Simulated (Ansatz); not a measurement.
**AlSiH₂ (doublet): wave-function methods side by side, cc-pVDZ**

An exercise on one series of results from a longer session: the logs are not shown, and one member is left open.

Method: cc-pVDZ, core rule «outside noble gas», up to 10 orbitals frozen; program: Ansatz 0.2.0, Gaussian basis.

The runs, in order: UHF; CCSD(T) on ROHF; CCSD(T) on UHF; BCCD(T) on ROHF; CISD as a restricted active space (open shells left free, so some higher excitations enter); CCSDT(Q) on ROHF; CCSDT(Q) on UHF; CCSDTQ on ROHF.

13 further runs of the same task are left out: 8 for a known fault of the program, 5 set aside as unsound or not needed. Runs told in other sessions of the task aren't counted.

## The geometry

The geometry is a PBE0/def2-TZVP stationary point (not a proven minimum).

4 atoms, charge 0, spin multiplicity 2.

Atoms are counted from 1 here; the program's logs count them from 0.

Bond lengths: Si1–Al2 2.453 Å, Al2–H3 1.595 Å, Al2–H4 1.595 Å. Angles: Si1–Al2–H3 120.0°, Si1–Al2–H4 120.0°, H3–Al2–H4 119.9°.

The first run:

Input file in.yaml:

```yaml
crystal:
  periodic: [false, false, false]
  atoms:
    - {symbol: Si, position_ang: [0.000000, 0.000000, 1.274311]}
    - {symbol: Al, position_ang: [0.000000, 0.000000, -1.178752]}
    - {symbol: H, position_ang: [0.000000, -1.380606, -1.976865]}
    - {symbol: H, position_ang: [0.000000, 1.380606, -1.976865]}
basis:
  gaussian: {orbitals: cc-pVDZ}
magnetization: {spin_polarized: true, initial_magnetization: 1}
hamiltonian: {xc: hf}
output: {orbitals: {seedname: orbitals}}
```

Command:

```bash
> ansatz run in.yaml --threads 1 --pin off --events-out ev --progress --plain --max-ram 4096MiB --backend cpu
```

Steps of the session up to this table: UHF; CCSD(T) on ROHF; CCSD(T) on UHF; BCCD(T) on ROHF; CISD as a restricted active space (open shells left free, so some higher excitations enter); CCSDT(Q) on ROHF; CCSDT(Q) on UHF; CCSDTQ on ROHF.

One of the session's tables, all rows but one given; the rest of the session is left out.

It belongs to the step «Misses and costs». 

```
   method  from RCCSDTQ (kJ/mol)
     ROHF                 +450.0
      UHF                 +429.7
     RMP2                 +117.6
     UMP2                 +129.7
     CISD                  +48.6
    RCCSD                  +15.2
    UCCSD                  +16.6
 RCCSD(T)                   +4.0
 UCCSD(T)                   +5.2
  BCCD(T)                   +4.0
   RCCSDT                      ?
   UCCSDT                   +0.9
RCCSDT(Q)                   +0.1
UCCSDT(Q)                   +0.2
  RCCSDTQ                      0
```

Q: Estimate the row for RCCSDT from the others.

The run gave: from RCCSDTQ (kJ/mol): +0.7. In the column «from RCCSDTQ (kJ/mol)» it lies between UCCSDT(Q) (+0.2) and UCCSDT (+0.9).

Limits of these values: The determinant of HF (⟨S²⟩ 1.26) is far from a pure spin state, so its energy mixes those of several spin states; that is harmless only where they are near-degenerate. The determinant of CCSD(T) (⟨S²⟩ 1.26) is far from a pure spin state, so its energy mixes those of several spin states; high orders of coupled cluster remove much of that, low ones don't. The determinant of CCSDT(Q) (⟨S²⟩ 1.26) is far from a pure spin state, so its energy mixes those of several spin states; high orders of coupled cluster remove much of that, low ones don't. Restricted and unrestricted rows rest on different reference determinants; a gap between their highest levels can come from leftover correlation error, from unlike frozen cores or from another state.
